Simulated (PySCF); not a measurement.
**Potential energy of SiCl⁻ along the bond**

Set-up: Si aug-pcseg-1, Cl aug-pcseg-1; no relativity (PySCF 2.14). Energies in eV from Si + Cl⁻ in their ground configurations at the same level. All curves are PBE0. state 1: ³Σ⁻ (triplet), unpaired electrons π ↑↑; state 2: Ms = 0 determinant of mixed spin (⟨S²⟩ near 1.0), unpaired electrons π ↑↓, a mixture of terms (⟨Lz²⟩ = 2.0), a second solution, started from another occupation; state 3: singlet, one real π or δ orbital doubly filled, a mixture of terms (⟨Lz²⟩ = 2.0), a second solution, started from another occupation.

```tsv
R (Å)	state 1	state 2	state 3
1.949	-1.467	-1.242	-0.549
2.039	-1.813	-1.581	-0.858
2.130	-1.996	-1.758	-1.009
2.198	-2.059	-1.818	-1.050
2.266	-2.076	-1.831	-1.047
2.334	-2.060	-1.812	-1.012
2.425	-2.001	-1.750	-0.931
2.538	-1.890	-1.635	-0.796
2.674	-1.728	-1.468	-0.608
2.855	-1.498	-1.233	-0.348
```

Q: Put a parabola through the three lowest points of the state 1 curve and estimate Re, k and ωe (reduced mass 15.54 u; 1 eV/Å² = 0.16022 mdyn/Å; ωe = 1302.8·√(k/μ) cm⁻¹).

A: Through R = 2.198, 2.266, 2.334 Å the second-order coefficient is 3.57 eV/Å², so Re ≈ 2.267 Å, k ≈ 1.14 mdyn/Å and ωe ≈ 353 cm⁻¹. A polynomial fit of higher order to the unrounded PBE0 energies gives Re = 2.263 Å, k = 1.17 mdyn/Å, ωe = 357 cm⁻¹; anharmonicity and rounding make the difference.

The higher-order fit for each curve: state 1: Re = 2.263 Å, ωe = 357 cm⁻¹, De = 2.08 eV; state 2: Re = 2.257 Å, ωe = 361 cm⁻¹, minimum 1.83 eV below the ground-state fragments; state 3: Re = 2.226 Å, ωe = 381 cm⁻¹, minimum 1.05 eV below the ground-state fragments.

For an ion De counts to the pair picked by the measured ionisation energies or electron affinities, which need not be the lowest pair at this level. The highest Kohn–Sham level is positive in this anion. Much of that is self-interaction error, but it also means that the finite basis helps to hold the extra electron. The state is the lowest determinant that a PBE0 search found; another state may lie lower at other levels.
